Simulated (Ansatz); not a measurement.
# C4H10O (SMILES CC(C)CO): levels of theory compared

We compute a comparison of 6 runs (B3LYP/cc-pVDZ, BHLYP/cc-pVDZ, BLYP/cc-pVDZ, PBE0/cc-pVDZ, r2SCAN/cc-pVDZ, CCSD/cc-pVDZ) of C4H10O. 

The results are computed with Ansatz 0.2.0.

42 further runs of the same task are left out: 42 set aside as unsound or not needed.

### Step 1. Starting point

C4H10O has 15 atoms, charge 0, and is taken as a singlet. SMILES: `CC(C)CO`. The C2–H9 distance was set to 2.413 Å, away from the relaxed value. At this shape a bond of the SMILES string is far longer than usual.

Bond lengths: C1–C2 1.521 Å, C2–C3 1.521 Å, C2–C4 1.522 Å, C4–O5 1.411 Å, C1–H6 1.093 Å, C1–H7 1.093 Å, C1–H8 1.096 Å, C3–H10 1.093 Å, C3–H11 1.095 Å, C3–H12 1.092 Å, C4–H13 1.093 Å, C4–H14 1.102 Å, O5–H15 0.960 Å. Some angles: C1–C2–C3 111.1°, C1–C2–C4 111.5°, C3–C2–C4 109.7°, C2–C4–O5 114.1°, C2–C1–H6 112.0°, C2–C1–H7 111.1°, C2–C1–H8 110.8°, C2–C3–H10 111.5°, C2–C3–H11 110.9°, C2–C3–H12 111.2°.

### Step 2. The energy at B3LYP/cc-pVDZ (run 1)

The input, in.yaml:

```yaml
crystal:
  periodic: [false, false, false]
  atoms:
    - {symbol: C, position_ang: [-1.661455, -0.981358, 0.505148]}
    - {symbol: C, position_ang: [-0.422355, -0.764858, -0.350152]}
    - {symbol: C, position_ang: [0.361745, -2.057258, -0.517252]}
    - {symbol: C, position_ang: [-0.779355, -0.200958, -1.718452]}
    - {symbol: O, position_ang: [-1.414655, 1.058042, -1.674352]}
    - {symbol: H, position_ang: [-2.199155, -0.047358, 0.689848]}
    - {symbol: H, position_ang: [-1.398255, -1.395258, 1.481448]}
    - {symbol: H, position_ang: [-2.349455, -1.684658, 0.023148]}
    - {symbol: H, position_ang: [0.983900, 0.863600, 0.742600]}
    - {symbol: H, position_ang: [1.264445, -1.903758, -1.114352]}
    - {symbol: H, position_ang: [-0.243655, -2.819858, -1.017752]}
    - {symbol: H, position_ang: [0.665945, -2.461858, 0.450748]}
    - {symbol: H, position_ang: [0.132745, -0.051858, -2.302352]}
    - {symbol: H, position_ang: [-1.396255, -0.934158, -2.262152]}
    - {symbol: H, position_ang: [-2.282955, 0.945842, -1.280852]}
basis:
  gaussian: {orbitals: cc-pVDZ}
hamiltonian: {xc: {name: B3LYP}}
accuracy: high
output: {orbitals: {seedname: orbitals}}
```

Run with:

```bash
$ ansatz run in.yaml --threads 1 --pin off --max-ram 3480MiB --events-out events.jsonl --progress --plain --runs-dir runs
```

The program printed:

```text
Warning: RAYON_NUM_THREADS=1 ignored (pool sized by the plan → 1); use --threads N
Functional definition: B3LYP
  name "B3LYP"
  parameter a0 = 0.2
  parameter ax = 0.72
  parameter ac = 0.81
  exchange = (1 - a0 - ax)*slater_x + ax*b88_x + a0*exact_x
  correlation = (1 - ac)*vwn_rpa_c + ac*lyp_c
2992 factors; integrals over basis functions are off by at most 3.6e-9 eV
mean field evaluation 1: about -6339.7860 eV, gradient 7.2e1 eV
mean field evaluation 2: about -6322.7345 eV, gradient 1.0e2 eV
mean field evaluation 4: about -6352.8986 eV, gradient 1.7e1 eV
mean field evaluation 8: about -6354.2109 eV, gradient 1.1e0 eV
mean field evaluation 16: about -6354.2145 eV, gradient 6.5e-4 eV
mean field -6354.21449382 eV, -233.5130756067 hartree, gradient 2.2e-8 eV, S^2 0.000000; 0 other end points of the search recorded, 0 dependent functions left out
reference -6354.21454089 eV, -233.5130773365 hartree; 21, 21 occupied and 99, 99 virtual orbitals, 2992 factors
Total energy: -6354.21454089 eV, -233.5130773365 hartree
```

Run time: 18 s. Hardware: 1 thread of Arm Neoverse V2, shared host; peak memory 0.52 GiB.

### Step 3. The energy at BHLYP/cc-pVDZ (run 2)

Changes to in.yaml since step 2:

```diff
@@ -1 +1,3 @@
+basis:
+  gaussian: {orbitals: cc-pVDZ}
 crystal:
@@ -18,6 +20,5 @@
     - {symbol: H, position_ang: [-2.282955, 0.945842, -1.280852]}
-basis:
-  gaussian: {orbitals: cc-pVDZ}
-hamiltonian: {xc: {name: B3LYP}}
+hamiltonian: {xc: {name: BHLYP}}
+output: {orbitals: {seedname: orbitals}}
 accuracy: high
-output: {orbitals: {seedname: orbitals}}
+magnetization: {spin_polarized: false}
```

Run with:

```bash
$ ansatz run in.yaml --threads 1 --pin off --max-ram 3480MiB --events-out events.jsonl --progress --plain --runs-dir runs
```

The program printed:

```text
Warning: RAYON_NUM_THREADS=1 ignored (pool sized by the plan → 1); use --threads N
Functional definition: BHLYP
  name "BHLYP"
  parameter a = 0.5
  exchange = (1 - a)*b88_x + a*exact_x
  correlation = lyp_c
2992 factors; integrals over basis functions are off by at most 3.6e-9 eV
mean field evaluation 1: about -6341.8407 eV, gradient 5.3e1 eV
mean field evaluation 2: about -6340.0252 eV, gradient 5.7e1 eV
mean field evaluation 4: about -6349.0414 eV, gradient 5.6e0 eV
mean field evaluation 8: about -6349.8038 eV, gradient 2.9e-1 eV
mean field evaluation 16: about -6349.8042 eV, gradient 4.1e-4 eV
mean field -6349.80415046 eV, -233.3509984777 hartree, gradient 4.3e-8 eV, S^2 0.000000; 0 other end points of the search recorded, 0 dependent functions left out
reference -6349.80418211 eV, -233.3509996408 hartree; 21, 21 occupied and 99, 99 virtual orbitals, 2992 factors
Total energy: -6349.80418211 eV, -233.3509996408 hartree
```

It took 20 s on 1 thread of Arm Neoverse V2, shared host; peak memory 0.52 GiB.

Runs 3 to 5 aren't shown in full; the table further down has their settings and results.

### Step 4. The energy at CCSD/cc-pVDZ (run 6)

The input, run.yaml:

```yaml
crystal:
  periodic: [false, false, false]
  atoms:
    - {symbol: C, position_ang: [-1.661455, -0.981358, 0.505148]}
    - {symbol: C, position_ang: [-0.422355, -0.764858, -0.350152]}
    - {symbol: C, position_ang: [0.361745, -2.057258, -0.517252]}
    - {symbol: C, position_ang: [-0.779355, -0.200958, -1.718452]}
    - {symbol: O, position_ang: [-1.414655, 1.058042, -1.674352]}
    - {symbol: H, position_ang: [-2.199155, -0.047358, 0.689848]}
    - {symbol: H, position_ang: [-1.398255, -1.395258, 1.481448]}
    - {symbol: H, position_ang: [-2.349455, -1.684658, 0.023148]}
    - {symbol: H, position_ang: [0.983900, 0.863600, 0.742600]}
    - {symbol: H, position_ang: [1.264445, -1.903758, -1.114352]}
    - {symbol: H, position_ang: [-0.243655, -2.819858, -1.017752]}
    - {symbol: H, position_ang: [0.665945, -2.461858, 0.450748]}
    - {symbol: H, position_ang: [0.132745, -0.051858, -2.302352]}
    - {symbol: H, position_ang: [-1.396255, -0.934158, -2.262152]}
    - {symbol: H, position_ang: [-2.282955, 0.945842, -1.280852]}
basis:
  gaussian: {orbitals: cc-pVDZ}
correlation: {method: ccsd, frozen_orbitals: {C: 1, H: 0, O: 1}}
scf: {omitted_lower_state_checks: [cluster_reference, increment]}
accuracy: high
```

Run with:

```bash
$ ansatz run run.yaml --threads 1 --pin off --max-ram 3480MiB --events-out events.jsonl --progress --plain --runs-dir runs
```

The program printed:

```text
Warning: RAYON_NUM_THREADS=1 ignored (pool sized by the plan → 1); use --threads N
[... 12 lines left out ...]
5 core orbitals not correlated: weight in the atoms' cores, before any rotation towards them, 1.000 or more for the frozen orbitals, at most 0.000 for the correlated occupied ones
[... 27 lines left out ...]
WARN: these amplitudes may be one of several solutions (largest doubles amplitude 0.36, level shift 0.40 eV)
Total energy: -6335.96526591 eV, -232.8424288509 hartree
Checks for a lower state left out: cluster_reference, increment
```

Run time: 88 s. Hardware: 1 thread of Arm Neoverse V2, shared host; peak memory 1.4 GiB.

### Step 5. The series

| run | level | frozen core orbitals | energy (Eh) | HOMO energy (eV) | LUMO energy (eV) | HOMO–LUMO gap (eV) | wall time |
| --- | --- | --- | --- | --- | --- | --- | --- |
| 1 | B3LYP/cc-pVDZ | – | -233.513077 | -6.22 | -2.68 | 3.54 | 18 s |
| 2 | BHLYP/cc-pVDZ | – | -233.351000 | -7.12 | -1.54 | 5.58 | 20 s |
| 3 | BLYP/cc-pVDZ | – | -233.393504 | -5.34 | -3.14 | 2.20 | 15 s |
| 4 | PBE0/cc-pVDZ | – | -233.230820 | -6.36 | -2.47 | 3.90 | 17 s |
| 5 | r2SCAN/cc-pVDZ | – | -233.375355 | -5.65 | -3.21 | 2.45 | 27 s |
| 6 | CCSD/cc-pVDZ | 5 | -232.842429 | – | – | – | 88 s |

### Step 6. Outcome

| quantity | value |
| --- | --- |
| run 6: total energy | -232.84243 Eh |
| run 6: correlation energy (5 core orbitals frozen) | -868.5 mEh |
| run 6: T1 diagnostic | 0.029 |

What this shows: Over runs 1, 2, 3, 4, 5 the HOMO–LUMO gap runs from 2.20 eV (BLYP/cc-pVDZ) to 5.58 eV (BHLYP/cc-pVDZ). Totals of different functionals can't be ranked against each other. In run 6 the log says that unrestricted orbitals would lower the reference, so the values rest on an unstable closed-shell determinant (other closed-shell runs at this shape may share the fault). In runs 1, 2, 3, 4, 5, 6 a closed-shell determinant meets a far-stretched bond, which it describes badly. All runs together took 3.1 min, the longest 88 s.
